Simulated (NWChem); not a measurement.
# Correlation energy of FLi

SMILES: [Li][F]
```xyz
2

Li     0.0000     0.0000    -1.1467
F      0.0000     0.0000     0.3822
```
Charge 0, spin multiplicity 1.

All runs are NWChem calculations. Structure: optimised with B3LYP/def2-SVP, a minimum by its harmonic frequencies.

Basis set: STO-3G. Each correlation energy counts from its own Hartree-Fock reference.

The correlated methods keep 1 core orbital frozen. The structure started from a generated list of species. Coupled-cluster values serve here as a point of comparison, not as the truth.

Problem. Order these methods by the correlation energy they give, lowest first: CCSD(T), CCSDT, CCSD+T(CCSD), CCSD, SCS-MP2, MP2.

Solution. CCSD+T(CCSD) (-78.1 mHa), CCSD(T) (-71.5 mHa), CCSDT (-70.2 mHa), MP2 (-58.7 mHa), SCS-MP2 (-56.6 mHa), CCSD (-54.8 mHa)
